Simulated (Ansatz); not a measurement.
TlBi₂: a prediction, then the measurements

Theory: DFT r2SCAN, scalar-relativistic, plane waves, PAW (Ansatz).

Cutoff 500 eV; k points 12×12×12 on the computed 3-atom cell (Γ-centred); Gaussian smearing, width 0.10 eV; no spin polarisation.

Relaxed structure, symmetry kept:

Space group P6/mmm (No. 191). a = 5.709 Å, b = 5.709 Å, c = 3.398 Å, α = 90.00°, β = 90.00°, γ = 120.00°
```json
{"atom": "Tl", "site": "1a", "symmetry": "6/mmm", "x": "0.0000", "y": "0.0000", "z": "0.0000"}
{"atom": "Bi", "site": "2d", "symmetry": "-6m2", "x": "0.6667", "y": "0.3333", "z": "0.5000"}
```

```
Space group                                                       : P6/mmm (No. 191)
Volume per atom                                                   : 31.98 Å³
Formation energy from the elements' standard states (uncorrected) : +0.026 eV/atom
Generalised Kohn–Sham band gap                                    : none (metal)
Density of states at the Fermi level                              : 1.47 states/eV per cell
Löwdin character within 0.5 eV of the Fermi level                 : Bi 6p 66 %, Tl 6p 23 %
Bulk modulus                                                      : 44 GPa
Its pressure derivative                                           : 5.0
Bader charges (e)                                                 : Tl (1 in the cell) 0.15, Bi (2 in the cell) -0.07
```

Spin-orbit coupling is left out, which matters for the bands of heavy elements.

**What was measured.**

From “Superconductivity in TlBi2 with a large Kadowaki-Woods ratio”, 2022, arxiv:2204.04863, for a powder of TlBi2: lattice constant a 5.68 ± 0.02 Å; lattice constant c 3.37 ± 0.01 Å.

Measured lattice constant a of TlBi2: 5.68 Å (powder; the paper above). This calculation gives 5.709 Å (+0.5 %). The measured value has few digits, which limits the comparison. Against the measured lattice constant c of TlBi2, 3.37 Å (powder; the paper above), the calculated 3.398 Å is off by +0.8 %. The calculation is for 0 K without zero-point motion.